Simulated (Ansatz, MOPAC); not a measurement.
**SiH4 (silane): methods side by side**

SiH4, singlet, SMILES `[SiH4]`. Each level relaxes the structure for itself.

Quantity: the zero-point energy at each level's own minimum, in kJ/mol. The values are calculated.

| level | kind | program | value (kJ/mol) |
| --- | --- | --- | --- |
| MNDO | semi-empirical | MOPAC | 85.3 |
| PM3 | semi-empirical | MOPAC | 71.3 |
| MNDOD | semi-empirical | MOPAC | 89.4 |
| PM6-D3H4 | semi-empirical | MOPAC | 77.6 |
| HF/STO-3G | Hartree–Fock | Ansatz | 105.8 |
| HF/3-21G | Hartree–Fock | Ansatz | 84.7 |
| HF/6-31G* (Cartesian functions) | Hartree–Fock | Ansatz | 87.9 |
| PBE/def2-SVP | GGA | Ansatz | 79.1 |
| BLYP/cc-pVTZ | GGA | Ansatz | 79.6 |
| PBE0-D4/def2-TZVP | global hybrid | Ansatz | 81.5 |

Harmonic and unscaled. The values span 71.3 to 105.8 kJ/mol. Without the sets that lack polarisation functions the rows with a basis span only 79.1 to 87.9 kJ/mol.
